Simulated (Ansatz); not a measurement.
in.yaml

```yaml
crystal:
  periodic: [false, false, false]
  atoms:
    - {symbol: N, position_ang: [0.000000, 0.000000, 0.438252]}
    - {symbol: Mg, position_ang: [0.000000, 0.000000, -2.403115]}
    - {symbol: H, position_ang: [0.000000, 0.000000, 1.964862]}
basis:
  gaussian: {orbitals: 6-31G}
magnetization: {spin_polarized: false, initial_magnetization: 2}
correlation: {method: ccsdtq, electrons: outside_noble_gas}
```

```sh
$ ansatz run in.yaml --threads 1 --pin off --events-out ev --progress --plain --max-ram 2393MiB
```

Output:

```
500 factors; integrals over basis functions are off by at most 1.7e-7 eV
mean field evaluation 1: about -6919.3845 eV, gradient 2.4e1 eV
mean field evaluation 2: about -6919.4004 eV, gradient 2.4e1 eV
mean field evaluation 4: about -6920.5994 eV, gradient 1.8e1 eV
mean field evaluation 8: about -6921.4820 eV, gradient 3.7e0 eV
mean field evaluation 16: about -6921.8561 eV, gradient 1.1e-1 eV
mean field evaluation 32: about -6921.8478 eV, gradient 9.3e-1 eV
mean field evaluation 64: about -6921.8564 eV, gradient 8.0e-7 eV
mean field evaluation 96: about -6917.9757 eV, gradient 9.4e-3 eV
mean field evaluation 128: about -6917.9834 eV, gradient 9.9e-1 eV
mean field evaluation 160: about -6921.8552 eV, gradient 2.9e-1 eV
...
mean field -6924.06795864 eV, -254.4548041783 hartree, gradient 4.0e-6 eV, S^2 2.000000; 10 other end points of the search recorded, 0 dependent functions left out
...
determinant -6924.06795864 eV, -254.4548041783 hartree, with singles and doubles -6927.67419003 eV, -254.5873307372 hartree
determinant -6921.85635265 eV, -254.3735291570 hartree, with singles and doubles -6925.42785285 eV, -254.5047793687 hartree
determinant -6919.53262742 eV, -254.2881338301 hartree, with singles and doubles -6922.69621699 eV, -254.4043936022 hartree
determinant -6917.97573289 eV, -254.2309190113 hartree, with singles and doubles -6921.67207193 eV, -254.3667569655 hartree
determinant -6917.86936340 eV, -254.2270100047 hartree, with singles and doubles -6921.44479224 eV, -254.3584045909 hartree
6 core orbitals not correlated: weight in the atoms' cores, before any rotation towards them, 1.000 or more for the frozen orbitals, at most 0.000 for the correlated occupied ones
reference -6924.06795864 eV, -254.4548041783 hartree; 5, 3 occupied and 13, 15 virtual orbitals, 500 factors
second order -2.48350389 eV of doubles, -0.06327604 eV of singles
...
cycle  20  -3.68868387 eV  change   -1.0e-5 eV  update   4.0e-5
cycle  21  -3.68868568 eV  change   -1.8e-6 eV  update   4.7e-5
cycle  22  -3.68868582 eV  change   -1.4e-7 eV  update   3.5e-5
cycle  23  -3.68868752 eV  change   -1.7e-6 eV  update   2.2e-5
cycle  24  -3.68869063 eV  change   -3.1e-6 eV  update   8.6e-6
cycle  25  -3.68869357 eV  change   -2.9e-6 eV  update   4.0e-6
cycle  26  -3.68869418 eV  change   -6.0e-7 eV  update   2.7e-6
cycle  27  -3.68869449 eV  change   -3.1e-7 eV  update   1.3e-6
cycle  28  -3.68869432 eV  change    1.7e-7 eV  update   1.4e-6
cycle  29  -3.68869419 eV  change    1.2e-7 eV  update   8.7e-7
Total energy: -6927.75665284 eV, -254.5903611897 hartree
```

For the same geometry and basis full CI lies 0.1 meV lower.

Ran on 1 thread of INTEL XEON PLATINUM 8581C, shared host: 27 s wall, 0.23 GiB peak host memory.
